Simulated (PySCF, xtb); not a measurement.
Bonds broken one at a time in the series formyl-X. Gas-phase values, no solvent. One relaxed conformer stands for each flexible species; it need not be the lowest. Strings in code marks are SMILES.

Quantity: homolytic bond dissociation enthalpy at 298 K (no spin–orbit term), in eV. Thermal and zero-point terms are GFN2-xTB rigid-rotor harmonic values (xtb).

Level 1: PBE-D3(BJ)/def2-TZVP // PBE0-D3(BJ)/def2-TZVP (PySCF)
Level 2: TPSSh-D3(BJ)/def2-TZVP // PBE0-D3(BJ)/def2-TZVP (PySCF)
Level 3: M06-2X/6-31G* // PBE0-D3(BJ)/def2-TZVP (PySCF)
Level 4: PBE/6-31G* // PBE0-D3(BJ)/def2-TZVP (PySCF)

```json
[
 {"species": "C–C bond of `O=CC=O` (O–C–C–O torsion 180°), giving `[CH]=O` and `[CH]=O`", "level 1": "3.03", "level 2": "2.88", "level 3": "3.32", "level 4": "3.19"},
 {"species": "C–C bond of `N#CC=O`, giving `[CH]=O` and `[C]#N`", "level 1": "4.57", "level 2": "4.44", "level 3": "4.81", "level 4": "4.64"},
 {"species": "C–O bond of `COC=O` (C–O–C–O torsion 0°), giving `[CH3]` and `[O]C=O`", "level 1": "3.49", "level 2": "3.53", "level 3": "4.29", "level 4": "3.61"}
]
```
